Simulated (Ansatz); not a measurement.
Input file:

```yaml
crystal:
  periodic: [false, false, false]
  atoms:
    - {symbol: P, position_ang: [0.000000, 0.000000, 0.000000]}
    - {symbol: H, position_ang: [0.000000, 0.000000, 1.428200]}
basis:
  gaussian: {orbitals: aug-cc-pVDZ, point_charges: [{charge: -0.50, position_ang: [4.338, -0.859, 0.182]}]}
total_charge: 1
magnetization: {spin_polarized: false, initial_magnetization: 1}
correlation: {method: ccsdt_q, electrons: outside_noble_gas}
output: {forces: true}
```

```sh
$ ansatz run in.yaml --threads 1 --pin off --events-out ev --progress --plain --max-ram 2393MiB
```

The program prints:

```
591 factors; integrals over basis functions are off by at most 1.0e-7 eV
mean field evaluation 1: about -9278.5859 eV, gradient 5.8e0 eV
mean field evaluation 2: about -9278.5857 eV, gradient 5.8e0 eV
mean field evaluation 4: about -9278.7840 eV, gradient 2.5e-1 eV
mean field evaluation 8: about -9278.7845 eV, gradient 2.0e-4 eV
mean field evaluation 16: about -9278.7438 eV, gradient 1.1e0 eV
mean field evaluation 32: about -9278.7078 eV, gradient 9.7e-7 eV
mean field evaluation 64: about -9278.7079 eV, gradient 5.1e-3 eV
mean field -9278.78450661 eV, -340.9890412318 hartree, gradient 1.5e-6 eV, S^2 0.750000; 5 other end points of the search recorded, 0 dependent functions left out
mean field evaluation 96: about -9278.9191 eV, gradient 2.6e-4 eV
mean field evaluation 128: about -9278.8422 eV, gradient 1.2e-4 eV
determinant -9278.78450661 eV, -340.9890412318 hartree, with singles and doubles -9281.59901455 eV, -341.0924724911 hartree
determinant -9278.70784730 eV, -340.9862240542 hartree, with singles and doubles -9281.52909925 eV, -341.0899031510 hartree
determinant -9278.78450661 eV, -340.9890412318 hartree, with singles and doubles -9281.59455737 eV, -341.0923086927 hartree
determinant -9278.70784730 eV, -340.9862240542 hartree, with singles and doubles -9281.52461585 eV, -341.0897383890 hartree
5 core orbitals not correlated: weight in the atoms' cores, before any rotation towards them, 1.000 or more for the frozen orbitals, at most 0.000 for the correlated occupied ones
reference -9278.78450661 eV, -340.9890412318 hartree; 3, 2 occupied and 28, 29 virtual orbitals, 591 factors
second order -2.03537253 eV of doubles, -0.07943263 eV of singles
cycle   1  -2.59306814 eV  change   -4.8e-1 eV  update   5.9e-2
cycle   2  -2.85954798 eV  change   -2.7e-1 eV  update   2.7e-2
cycle   3  -2.87764539 eV  change   -1.8e-2 eV  update   7.4e-3
cycle   4  -2.88126025 eV  change   -3.6e-3 eV  update   2.6e-3
cycle   5  -2.88027015 eV  change    9.9e-4 eV  update   1.2e-3
cycle   6  -2.88011586 eV  change    1.5e-4 eV  update   4.6e-4
cycle   7  -2.88050595 eV  change   -3.9e-4 eV  update   1.8e-4
cycle   8  -2.88047085 eV  change    3.5e-5 eV  update   5.9e-5
cycle   9  -2.88042000 eV  change    5.1e-5 eV  update   2.4e-5
cycle  10  -2.88043372 eV  change   -1.4e-5 eV  update   1.1e-5
cycle  11  -2.88044041 eV  change   -6.7e-6 eV  update   7.6e-6
cycle  12  -2.88044067 eV  change   -2.6e-7 eV  update   5.5e-6
cycle  13  -2.88043483 eV  change    5.8e-6 eV  update   3.9e-6
cycle  14  -2.88043529 eV  change   -4.5e-7 eV  update   2.6e-6
cycle  15  -2.88043663 eV  change   -1.3e-6 eV  update   1.5e-6
cycle  16  -2.88043709 eV  change   -4.6e-7 eV  update   6.8e-7
cycle  17  -2.88043673 eV  change    3.7e-7 eV  update   3.1e-7
cycle  18  -2.88043653 eV  change    1.9e-7 eV  update   1.8e-7
cycle  19  -2.88043658 eV  change   -5.1e-8 eV  update   1.0e-7
cycle  20  -2.88043657 eV  change    9.1e-9 eV  update   5.7e-8
cycle  21  -2.88043656 eV  change    1.2e-8 eV  update   3.0e-8
perturbative correction -0.00157330 eV, -0.0000578178 hartree
the calculation of the forces begins
Total energy: -9281.66651647 eV, -341.0949531408 hartree
Atom 0 at     0.000000     0.000000     0.000000 Å, force     0.348322    -0.068974    -0.355487 eV/Å
Atom 1 at     0.000000     0.000000     1.428200 Å, force     0.047164    -0.009339     0.356552 eV/Å
Dipole moment:     0.051392    -0.010177     0.129608 e Å
```

Forces (eV/Å):
```
P    0.348 -0.069 -0.355
H    0.047 -0.009  0.357
```

Ran on 1 thread of Arm Neoverse V2, shared host: 20 s wall, 0.36 GiB peak host memory.
